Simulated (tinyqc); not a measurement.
Worked calculation: LCCD on RHF in the sto-3g basis, frozen core, for H2O, spin multiplicity 1. One step of it, computed by the program tinyqc.

Problem. LCCD: starting amplitudes. t_ij^ab = <ij||ab> / (e_i + e_j - e_a - e_b), whose energy is MP2.

orbital energies (hartree): MO1 -20.221752, MO2 -1.267461, MO3 -0.646704, MO4 -0.429868, MO5 -0.383891, MO6 0.607968, MO7 0.807225

Two-electron integrals over orbitals (pq|rs), unique and non-zero (hartree); the lowest 1 orbital is frozen and left out:
```
p,q,r,s,(pq|rs)
2,2,2,2,0.725834
3,2,2,2,-0.003598
3,2,3,2,0.147996
3,3,2,2,0.646083
3,3,3,2,0.002124
3,3,3,3,0.637614
4,2,2,2,0.007748
4,2,3,2,-0.000349
4,2,3,3,0.007256
4,2,4,2,0.124821
4,3,2,2,-0.001994
4,3,3,2,0.019283
4,3,3,3,-0.000708
4,3,4,2,0.002218
4,3,4,3,0.044087
4,4,2,2,0.686032
4,4,3,2,0.001569
4,4,3,3,0.605760
4,4,4,2,-0.105081
4,4,4,3,-0.003546
4,4,4,4,0.809747
5,2,5,2,0.144390
5,3,5,2,0.001374
5,3,5,3,0.029063
5,4,5,2,-0.043822
5,4,5,3,-0.000807
5,4,5,4,0.055645
5,5,2,2,0.747201
5,5,3,2,0.000683
5,5,3,3,0.631219
5,5,4,2,-0.061447
5,5,4,3,-0.003097
5,5,4,4,0.741548
5,5,5,5,0.880159
6,2,2,2,0.140646
6,2,3,2,0.003750
6,2,3,3,0.072178
6,2,4,2,0.021183
6,2,4,3,-0.001987
6,2,4,4,0.100014
6,2,5,5,0.160956
6,2,6,2,0.100756
6,3,2,2,0.011246
6,3,3,2,-0.047431
6,3,3,3,0.005896
6,3,4,2,-0.003881
6,3,4,3,-0.027449
6,3,4,4,0.010263
6,3,5,5,0.013159
6,3,6,2,0.006650
6,3,6,3,0.077218
6,4,2,2,0.089714
6,4,3,2,-0.004294
6,4,3,3,0.039755
6,4,4,2,-0.014600
6,4,4,3,-0.001142
6,4,4,4,0.109013
6,4,5,5,0.103535
6,4,6,2,0.062057
6,4,6,3,0.007788
6,4,6,4,0.057999
6,5,5,2,0.062284
6,5,5,3,0.002108
6,5,5,4,-0.003271
6,5,6,5,0.039788
6,6,2,2,0.605416
6,6,3,2,0.011271
6,6,3,3,0.570283
6,6,4,2,0.061872
6,6,4,3,0.005416
6,6,4,4,0.543614
6,6,5,5,0.581729
6,6,6,2,0.088563
6,6,6,3,-0.004903
6,6,6,4,0.042022
6,6,6,6,0.590186
7,2,2,2,-0.010637
7,2,3,2,0.039892
7,2,3,3,-0.004066
7,2,4,2,0.000510
7,2,4,3,-0.030975
7,2,4,4,-0.008605
7,2,5,5,-0.011880
7,2,6,2,-0.003388
7,2,6,3,0.034975
7,2,6,4,-0.005054
7,2,6,6,-0.006386
7,2,7,2,0.061628
7,3,2,2,0.140392
7,3,3,2,0.004487
7,3,3,3,0.092937
7,3,4,2,-0.068669
7,3,4,3,-0.001066
7,3,4,4,0.169110
7,3,5,5,0.189754
7,3,6,2,0.079223
7,3,6,3,0.005340
7,3,6,4,0.067327
7,3,6,6,0.037316
7,3,7,2,-0.007666
7,3,7,3,0.147983
7,4,2,2,-0.001661
7,4,3,2,-0.072939
7,4,3,3,-0.003041
7,4,4,2,-0.000699
7,4,4,3,0.006752
7,4,4,4,-0.003953
7,4,5,5,-0.003459
7,4,6,2,-0.004458
7,4,6,3,0.042668
7,4,6,4,0.001681
7,4,6,6,-0.008374
7,4,7,2,-0.016999
7,4,7,3,-0.005285
7,4,7,4,0.063738
7,5,5,2,-0.004320
7,5,5,3,0.023752
7,5,5,4,0.000605
7,5,6,5,-0.001006
7,5,7,5,0.024925
7,6,2,2,-0.001918
7,6,3,2,0.104445
7,6,3,3,0.003956
7,6,4,2,-0.004179
7,6,4,3,0.043457
7,6,4,4,0.004678
7,6,5,5,0.001881
7,6,6,2,-0.000658
7,6,6,3,-0.070732
7,6,6,4,-0.004483
7,6,6,6,0.012069
7,6,7,2,-0.007602
7,6,7,3,0.007532
7,6,7,4,-0.055009
7,6,7,6,0.119808
7,7,2,2,0.629197
7,7,3,2,-0.013007
7,7,3,3,0.615484
7,7,4,2,-0.015514
7,7,4,3,-0.005905
7,7,4,4,0.619592
7,7,5,5,0.633155
7,7,6,2,0.071230
7,7,6,3,0.015151
7,7,6,4,0.040308
7,7,6,6,0.563013
7,7,7,2,-0.004961
7,7,7,3,0.100893
7,7,7,4,0.005545
7,7,7,6,-0.010836
7,7,7,7,0.629064
```

Give: Starting amplitudes; correlation energy.

Solution.

Starting amplitudes (spin orbitals 1a, 1b, ...; amplitudes related by a flip of all spins are not repeated; the 24 largest):
```
from,to,t
3a 3b,7a 7b,-0.0509
3a 3b,6a 6b,-0.0308
4a 4b,6a 6b,-0.0279
3a 4b,6b 7a,0.0270
2a 2b,6a 6b,-0.0269
4a 4b,7a 7b,-0.0258
2a 3b,6a 7b,-0.0238
2a 4b,6a 6b,-0.0213
5a 5b,6a 6b,-0.0201
3a 4b,6a 7b,-0.0171
2a 2b,7a 7b,-0.0149
2a 3a,6a 7a,-0.0133
2a 3b,6b 7a,0.0105
5a 5b,7a 7b,-0.0105
3a 4a,6a 7a,0.0099
2a 4b,7a 7b,0.0051
3a 4b,6a 6b,-0.0034
2a 3b,7a 7b,0.0022
2a 3b,6a 6b,-0.0021
3a 3b,6a 7b,-0.0020
3a 4b,7a 7b,0.0020
2a 4b,6b 7a,-0.0016
2a 4b,6a 7b,0.0014
2a 2b,6a 7b,0.0009
```

correlation energy = -0.032132 hartree
